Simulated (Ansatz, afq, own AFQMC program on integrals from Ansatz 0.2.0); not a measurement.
Two steps: Ansatz 0.2.0 writes the Fock matrix and Cholesky factors of the valence space, and afq projects on them the lowest state that overlaps trial and start.

```yaml
crystal:
  periodic: [false, false, false]
  atoms:
    - {symbol: Zn, position_ang: [0.543169, 0.750086, 0.365225]}
    - {symbol: H, position_ang: [0.313931, 1.079014, 1.949675]}
basis:
  gaussian: {orbitals: def2-TZVP}
magnetization: {spin_polarized: true, initial_magnetization: 1}
correlation: {method: ccsd_t, electrons: outside_noble_gas, hamiltonian_folder: ham}
```

```sh
$ ansatz run in.yaml --threads 1 --pin off --events-out ev --progress --plain --max-ram 24576MiB --backend cuda --devices 0, --max-vram 18GiB
```

Options of the walk:

```
--method phaseless --trial cisd --walkers 4000 --populations 20 --least-time 60 --time-step 0.005 --steps-per-block 50 --equilibration-blocks 40 --max-blocks 4000 --target-error 0.00021 --factor-cut 1e-05 --start spin_pure --seed 11 --release-times 0.24,0.51,0.99,1.62,2.4 --release-step 0.03 --release-every 3 --taylor-order 6
```

Times are imaginary, in 1/Eh. The walk had a cap of 145 s. With eight or more populations the least sampling time is a fifth of least-time, and the error comes from their spread.

Log:

```
orbitals 45  electrons 7 6  factors 352 of 459
reference energy -1778.33772376 Eh
CCSD correlation -0.37837585 Eh in 13 cycles, weight of the determinant in the CISD state 0.9177
energy of the start -1778.715336 Eh
 block  time / (1/Eh)  mean weight  energy / Eh
     1     0.250  0.9994  -1778.717367
     2     0.500  0.9997  -1778.720012
     3     0.750  0.9994  -1778.720487
     4     1.000  0.9996  -1778.721328
     5     1.250  0.9994  -1778.722564
    10     2.500  1.0010  -1778.723128
    19     4.750  0.9999  -1778.723778
    27     6.750  0.9999  -1778.726546
    29     7.250  1.0001  -1778.723837
    39     9.750  1.0002  -1778.723834
    49    12.250  1.0006  -1778.723834
    59    14.750  1.0001  -1778.723594
    65    16.250  1.0003  -1778.721884
    69    17.250  1.0004  -1778.725600
    79    19.750  0.9998  -1778.723941
    89    22.250  1.0002  -1778.724066
error from the spread of 20 populations
released: time / (1/Eh)  energy / Eh  error  mean overlap
  0.24  -1778.724036  0.000148  0.9938
  0.51  -1778.724018  0.000137  0.9898
  0.99  -1778.724128  0.000134  0.9848
  1.62  -1778.724528  0.000253  0.9791
  2.40  -1778.723934  0.000226  0.9809
energy -1778.724056 +/- 0.000138 Eh
(rows thinned)
```

The run passed its tests (sampling time, drift between the halves within three errors, error under three times the target), which doesn't prove that it has relaxed.

Against this walk (error 3.7 meV) on the same determinant: CCSD(T) 10.5 meV lower, CCSDT(Q) 6.0 meV lower (within the noise). The error is statistical and leaves out the bias of the constraint. Released to 2.40 1/Eh the energy moves by 3 ± 7 meV (both errors), within twice the noise.

Cautions: constraint bias not in the error; no relativity below Rb; outer-core shells of the metal frozen.

The walk took 41 s on 1 × NVIDIA H100 80GB HBM3 with 2 threads of AMD EPYC 7R13 Processor (Zen 3), on a shared host (the card was shared). The log's last line is the phaseless energy.

CCSDT and higher add their correlation energy to the determinant of the CCSD(T) run, since their own runs factorise the integrals more tightly (a shift of under 2 meV). A walk keeps the symmetry of its determinant, which the program's search chose and which needn't be the lowest solution, so a lower state of the same spin and another symmetry isn't excluded.
